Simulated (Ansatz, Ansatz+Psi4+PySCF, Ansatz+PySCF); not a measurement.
```xyz
5

F     0.0000   -0.0800   -1.8660
C     0.0000    0.5192   -0.6963
C     0.0000    0.0122    0.5147
H     0.0000    0.6635    1.3767
H     0.0000   -1.1150    0.6709
```

Basis set: cc-pVTZ (spherical functions). Frozen core: 3 orbitals. Correlation on ROHF uses semicanonical orbitals with singles. Charge 0, multiplicity 2.

Computed with Ansatz (development build ahead of 0.2.0); each method stands on the lowest determinant of its kind that the runs found.

Question: Give the atomization energy at this shape (free ground-state atoms in the same class of orbitals less the molecule, no zero-point energy) of doublet C2H2F by ROHF-CCSD(T), ROHF-MP2, UHF-MP2.

Answer:

```json
{"method": "ROHF-CCSD(T)", "atomization energy": "439.51 kcal/mol"}
{"method": "ROHF-MP2", "atomization energy": "450.51 kcal/mol"}
{"method": "UHF-MP2", "atomization energy": "445.25 kcal/mol"}
```

Caution for ROHF-MP2, UHF-MP2: forces differ strongly between restricted and unrestricted references. Caution for UHF-MP2: the unrestricted determinant is spin contaminated.
